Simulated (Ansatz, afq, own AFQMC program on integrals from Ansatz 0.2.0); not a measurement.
# AlNH$_{4}$, triplet: AFQMC among the cluster methods

```xyz
6

Al   -0.9966    0.0225    0.0000
H    -1.7895    1.3959    0.0000
H    -1.7895   -1.3509    0.0000
H     0.5893    0.0225    0.0000
N     1.9734    0.0225    0.0000
H     2.2425   -0.9817    0.0000
```

Connectivity, by distances: AlH3 ··· NH.

Basis cc-pVTZ. Noble-gas cores (and the filled d shells of Ga–Kr and In–Xe) are frozen. AFQMC by an in-house program on the Cholesky factors that Ansatz 0.2.0 writes for its CCSD(T) run. ph-AFQMC/CISD is guided by a CISD state made of CCSD amplitudes; releasing the constraint for a short imaginary time cuts its bias at the price of noise, slowly where states lie close. Uncertainties: one standard error, sampling alone.

Determinant: UHF, the one that the program's search chose, which needn't be the lowest solution. The geometry is a point of a scan.

No full CI on the walks' own integrals is used here. The released AFQMC energy serves as the reference, which it does only where one determinant dominates, the energy is flat over the last release times and near the phaseless one (40 meV or 2 meV an electron, half that with transition metals). On small molecules, where full CI could be run and the noise was under 10 meV, such values lay within 10 meV of it in 19 cases of 20, a flattering rate, since the rule was set on those same cases; what remains of the bias isn't in the error bar.

Cautions: lower spins were not checked; the released value is read at 2.40 1/Eh (meV from the phaseless value at times in 1/Eh: 4 ± 5 at 0.24, -5 ± 5 at 0.51, -5 ± 4 at 0.99, -2 ± 8 at 1.62, -10 ± 9 at 2.40).

* T1 diagnostic: 0.0203
* weight of the determinant in the CISD state: 0.873
* ⟨S²⟩ of the determinant: 2.038
* size of the correlated space: 12 electrons in 114 orbitals

| level | correlation energy (eV) |
| --- | --- |
| MP2 | -6.9095 |
| CCSD | -8.0417 |
| CCSD(T) | -8.2697 |

Problem. Estimate where phaseless AFQMC with a CISD trial lies against CCSD(T) on the same integrals.

Solution. 3.7 ± 0.5 kJ/mol below CCSD(T).

Reference: AFQMC with the constraint released, correlation energy -8.318 ± 0.009 eV.

```
        level  E − E(reference) (kJ/mol)  share of correlation (%)
      CCSD(T)                  4.7 ± 0.9                     99.41
  ph-AFQMC/HF                 -0.6 ± 2.8                    100.07
ph-AFQMC/CISD                  1.0 ± 1.0                     99.88
```

A walk keeps the symmetry of its determinant, which the program's search chose and which needn't be the lowest solution, so a lower state of the same spin and another symmetry isn't excluded. Released energies are given only where the last usable release times agree within the noise; a slower fall can still hide under it.
